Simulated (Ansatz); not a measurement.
# AlHO (singlet): wave-function methods side by side at a displaced geometry (v1), cc-pVTZ

One table from this session's results is given with a row withheld; the runs are named, their logs left out.

The runs use Ansatz 0.2.0, Gaussian basis; cc-pVTZ, core rule «outside noble gas», up to 6 orbitals frozen.

Plan: UHF; CCSD(T) on RHF; BCCD(T) on RHF; CCSDT(Q) on RHF.

7 further runs of the same task are left out: 3 for a known fault of the program, 1 that didn't finish, 3 set aside as unsound or not needed.

## The geometry

The geometry is a PBE0/def2-TZVP stationary point (not a proven minimum) with its atoms shifted at random (size 0.040 Å).

3 atoms, charge 0, spin multiplicity 1.

Atoms are counted from 1 here; the program's logs count them from 0.

Bond lengths: Al1–O2 1.686 Å, O2–H3 0.996 Å. Angles: Al1–O2–H3 175.2°.

Set-up of the first run:

in.yaml reads:

```yaml
crystal:
  periodic: [false, false, false]
  atoms:
    - {symbol: Al, position_ang: [-0.015433, -0.009008, 1.454632]}
    - {symbol: O, position_ang: [-0.016266, -0.025151, -0.230991]}
    - {symbol: H, position_ang: [0.031698, 0.034159, -1.223641]}
basis:
  gaussian: {orbitals: cc-pVTZ}
magnetization: {spin_polarized: true, initial_magnetization: 0}
hamiltonian: {xc: hf}
output: {orbitals: {seedname: orbitals}}
```

The run is started by

```sh
> ansatz run in.yaml --threads 1 --pin off --events-out ev --progress --plain --max-ram 2393MiB
```

Among the steps run: UHF; CCSD(T) on RHF; BCCD(T) on RHF; CCSDT(Q) on RHF.

One of the session's tables, all rows but one given; the rest of the session is left out.

It belongs to the step «Misses and costs». 

| method | from RCCSDT(Q) (kJ/mol) |
| --- | --- |
| RHF | +860.9 |
| RMP2 | ? |
| RCCSD | +32.0 |
| RCCSD(T) | +2.3 |
| BCCD(T) | +2.0 |
| RCCSDT | +1.8 |
| RCCSDT(Q) | 0 |

Estimate the missing values for RMP2.

**Answer.** from RCCSDT(Q) (kJ/mol): +60.8. In the column «from RCCSDT(Q) (kJ/mol)» it lies between RCCSD (+32.0) and RHF (+860.9).
